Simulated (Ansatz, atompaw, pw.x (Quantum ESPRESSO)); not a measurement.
## Tc: one change to the PAW (atompaw) potential, in the atom and in the fcc crystal

Tc (Z = 43), PAW, made with atompaw 4.2.0.5 (LDA (PW92), scalar-relativistic). Core [Ar] 3d10, reference 4s2 4p6 4d5 5s2 5p0. Waves: 4s (bound); 5s (bound); 4p (bound); 5p (bound, empty); 4d (bound); 4d channel at 4.7 Ry. Local part: bessel scheme, radius 2.00 bohr. Core correction: smooth core density matched at 1.10 bohr. Augmentation charge: sinc compensation charge, radius 1.60 bohr; PAW radius 2.15 bohr; waves and projectors: bloechl.

Change: all radii scaled by about 1.13 (s 2.04, p 1.70, d 2.14 bohr); local potential bessel scheme, radius 2.26 bohr; augmentation sinc compensation charge, radius 1.80 bohr; PAW radius 2.42 bohr; waves and projectors: bloechl; core correction smooth core density matched at 1.24 bohr.

Cutoffs, loose and tight: the cutoffs (Ry, on a coarse ladder) from which the occupation-weighted sum of valence levels, in a spherical-Bessel basis at the reference potential, stays within 10 and 1 mRy of its value at 400 Ry. They see the waves, projectors and local potential, not the compensation charge or the core.

Crystal test: fcc Tc in pw.x 7.5, no spin, 15³ k-points, Fermi–Dirac smearing 0.01 Ry, cutoffs set for each file from its atomic test. The reference is all-electron LAPW (Ansatz 0.2.0) with the same functional, mesh and smearing; V0 and B0 come from Birch–Murnaghan fits to the pressures at five volumes. Errors are pseudo minus all-electron; Δ is the rms difference of the E(V) curves that follow from these fits, minima aligned, over ±6 % about the mean V0. Mesh and smearing are coarse, so the numbers serve the comparison and aren't converged zero-temperature values; the lattice is a test structure that the element need not adopt.

All-electron: a0 = 3.812 Å (V0 = 13.85 Å³/atom), B0 = 338.5 GPa.

Does the change bring the crystal closer to the all-electron result?

The mean pressure error goes from +4.93 to +8.44 GPa, so the change moves the solid further from the all-electron pressures.

```csv
quantity,base,changed
outcome (atom),generated,generated
"cutoff, loose (atom)",40 Ry,35 Ry
"cutoff, tight (atom)",50 Ry,40 Ry
bound ghosts (atom),none,none
cutoffs in pw.x (Ry),60/600,50/500
a0 (Å),3.830,3.842
a0 error (%),+0.47,+0.79
B0 error (%),+0.1,-0.1
Δ (meV/atom),14.6,24.6
mean pressure error (GPa),+4.93,+8.44
```

Changed file: This is a poor potential for the solid. The atomic cutoffs weigh occupied waves only.
